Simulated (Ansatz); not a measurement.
Ansatz (a first-principles code) input:
A basis named .json is the Basis Set Exchange file of that set.

Ansatz 0.2 input:
```yaml
crystal:
  periodic: [false, false, false]
  atoms:
    - {symbol: C, position_ang: [1.52595049, 0.66962465, -0.00514131]}
    - {symbol: C, position_ang: [0.01306672, 0.83177596, 0.01107469]}
    - {symbol: S, position_ang: [-0.76842299, -0.82795444, -0.00401662]}
    - {symbol: H, position_ang: [-2.04530251, -0.41196503, 0.01342695]}
    - {symbol: H, position_ang: [-0.30620621, 1.36414052, 0.90638732]}
    - {symbol: H, position_ang: [-0.32262366, 1.38796375, -0.86351038]}
    - {symbol: H, position_ang: [2.00875442, 1.64843170, 0.00355520]}
    - {symbol: H, position_ang: [1.87121493, 0.11325855, 0.86772264]}
    - {symbol: H, position_ang: [1.85482770, 0.13703792, -0.89891611]}
basis:
  gaussian:
    orbitals: aug-cc-pV_D+d_Z.json
magnetization: {spin_polarized: false}
correlation: {method: ccsd_t, electrons: outside_noble_gas}
output: {forces: true}
```

### Question
Which total energy does the run end on?

### Answer
-477.29202 Eh (CCSD(T)/aug-cc-pV(D+d)Z). The basis has 132 functions. The run takes about 2.2 core-minutes (a rough figure).
